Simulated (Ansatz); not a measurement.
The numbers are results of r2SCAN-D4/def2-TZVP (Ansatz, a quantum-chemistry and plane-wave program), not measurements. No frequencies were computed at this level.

Ansatz 0.2 input:
```yaml
crystal:
  periodic: [false, false, false]
  atoms:
    - { symbol: C, position_ang: [0.000011, 0.000001, -0.000221] }
    - { symbol: H, position_ang: [1.049208, -0.196666, 0.001365] }
    - { symbol: H, position_ang: [-0.694921, -0.810293, -0.000454] }
    - { symbol: H, position_ang: [-0.354299, 1.006958, -0.00069] }
basis:
  gaussian: { orbitals: def2-tzvp }
hamiltonian:
  xc: r2scan
  dispersion: d4
relax:
  max_steps: 150
magnetization:
  spin_polarized: true
  initial_magnetization: 1
```

Output:

```
Functional definition: r2SCAN
312 factors; their error is unknown
mean field evaluation 1: about -1080.3260 eV, gradient 2.7e1 eV
mean field evaluation 2: about -1079.7827 eV, gradient 2.8e1 eV
mean field evaluation 4: about -1083.7763 eV, gradient 1.3e-1 eV
mean field evaluation 8: about -1083.7636 eV, gradient 1.8e-2 eV
mean field -1083.76364016 eV, -39.8275791744 hartree, gradient 3.7e-5 eV, S^2 0.756290; 0 other end points of the search recorded, 0 dependent functions left out
reference -1083.76364912 eV, -39.8275795038 hartree; 5, 4 occupied and 44, 45 virtual orbitals, 312 factors
relax step   1: F+E_penalty+E_count = -1083.76744087 eV  Δ(F+E_penalty+E_count) = +0.000e0 eV  max|allowed force component| = 4.490e-1 eV/Å  Δτ_max = 0.0000 Å  (25 SCF iters, accepted)
these checks for a lower state are left out or cut short: starts, cluster_reference, orbital_swaps, neighbouring_geometries, increment
312 factors; their error is unknown
mean field evaluation 16: about -1083.7840 eV, gradient 1.5e-3 eV
mean field -1083.77123743 eV, -39.8278583692 hartree, gradient 2.3e-5 eV, S^2 0.756420; 0 other end points of the search recorded, 0 dependent functions left out
reference -1083.77124641 eV, -39.8278586992 hartree; 5, 4 occupied and 44, 45 virtual orbitals, 312 factors
relax step   2: F+E_penalty+E_count = -1083.77504339 eV  Δ(F+E_penalty+E_count) = -7.603e-3 eV  max|allowed force component| = 1.104e-1 eV/Å  Δτ_max = 0.0096 Å  (30 SCF iters, accepted)
these checks for a lower state are left out or cut short: starts, cluster_reference, orbital_swaps, neighbouring_geometries, increment
312 factors; their error is unknown
mean field -1083.66156474 eV, -39.8238279722 hartree, gradient 2.4e-5 eV, S^2 0.755965; 0 other end points of the search recorded, 0 dependent functions left out
reference -1083.66157375 eV, -39.8238283032 hartree; 5, 4 occupied and 44, 45 virtual orbitals, 312 factors
relax step   3: F+E_penalty+E_count = -1083.66539859 eV  Δ(F+E_penalty+E_count) = +1.096e-1 eV  max|allowed force component| = 1.249e0 eV/Å  Δτ_max = 0.1719 Å  (36 SCF iters, rejected (line search))
these checks for a lower state are left out or cut short: starts, cluster_reference, orbital_swaps, neighbouring_geometries, increment
312 factors; their error is unknown
mean field evaluation 32: about -1083.7718 eV, gradient 2.1e-1 eV
mean field -1083.77193523 eV, -39.8278840128 hartree, gradient 2.4e-5 eV, S^2 0.756470; 0 other end points of the search recorded, 0 dependent functions left out
reference -1083.77194422 eV, -39.8278843430 hartree; 5, 4 occupied and 44, 45 virtual orbitals, 312 factors
relax step   4: F+E_penalty+E_count = -1083.77574297 eV  Δ(F+E_penalty+E_count) = -6.996e-4 eV  max|allowed force component| = 3.955e-3 eV/Å  Δτ_max = 0.0087 Å  (30 SCF iters, accepted)
312 factors; their error is unknown
mean field -1083.77193523 eV, -39.8278840128 hartree, gradient 2.4e-5 eV, S^2 0.756470; 1 other end points of the search recorded, 0 dependent functions left out
reference -1083.77194422 eV, -39.8278843430 hartree; 5, 4 occupied and 44, 45 virtual orbitals, 312 factors
Total energy: -1083.77575195 eV, -39.8280242747 hartree
Atom 0 at     0.000004    -0.000000    -0.000045 Å, force    -0.000069    -0.000007     0.000163 eV/Å
Atom 1 at     1.061364    -0.198943     0.001321 Å, force    -0.003955     0.000753    -0.000059 eV/Å
Atom 2 at    -0.702971    -0.819691    -0.000519 Å, force     0.002652     0.003061    -0.000052 eV/Å
Atom 3 at    -0.358398     1.018634    -0.000758 Å, force     0.001372    -0.003807    -0.000051 eV/Å
Dipole moment:    -0.000004     0.000001     0.000026 e Å
```

Cost: about 6 core-seconds (a rough figure).
